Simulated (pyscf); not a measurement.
Structures and frequencies: ωB97X-D3(BJ)/def2-SVP in PySCF.

Q: For H₃C–Al(CH₃)–F + HCl → CH₄ + H₃C–Al(F)–Cl, a four-centre exchange (singlet surface; Al–C, Cl–H broken, C–H, Al–Cl formed), PBE/def2-TZVP gives ΔE‡ = -8.2 kJ/mol and ΔE = -166.4 kJ/mol (zero: the separated reactants). In which direction and how far do r²SCAN/def2-TZVP, PBE0-D3(BJ)/def2-TZVP, ωB97M-D3(BJ)/def2-TZVP move these?

A: r²SCAN: ΔE‡ = -12.9 kJ/mol, ΔE = -176.1 kJ/mol; PBE0-D3(BJ): ΔE‡ = -8.1 kJ/mol, ΔE = -170.1 kJ/mol; ωB97M-D3(BJ): ΔE‡ = 8.8 kJ/mol, ΔE = -170.4 kJ/mol. PBE's barrier lies among them. Its reaction energy lies over all of them, by 3.7 to 9.7 kJ/mol. On the reactant side the descent ends in an adduct with a Al–Cl contact (not fully relaxed), 39.7 kJ/mol under the separated species and 38.4 kJ/mol under the saddle at ωB97X-D3(BJ)/def2-TZVP. On the product side the descent ends in a complex, 18.8 kJ/mol under the separated species and 193.8 kJ/mol under the saddle at ωB97X-D3(BJ)/def2-TZVP. At PBE, r²SCAN, PBE0-D3(BJ) the saddle lies under the separated reactants, which points to a path from their complex (located at ωB97X-D3(BJ) alone). What is counted as formed (Al–Cl) is already present as a longer contact in the reactant adduct; forming that adduct is a step of its own. At ωB97X-D3(BJ)/def2-TZVP the barrier from the zero used here is -1.3 kJ/mol. One saddle was located; it need not be the lowest between these sides.
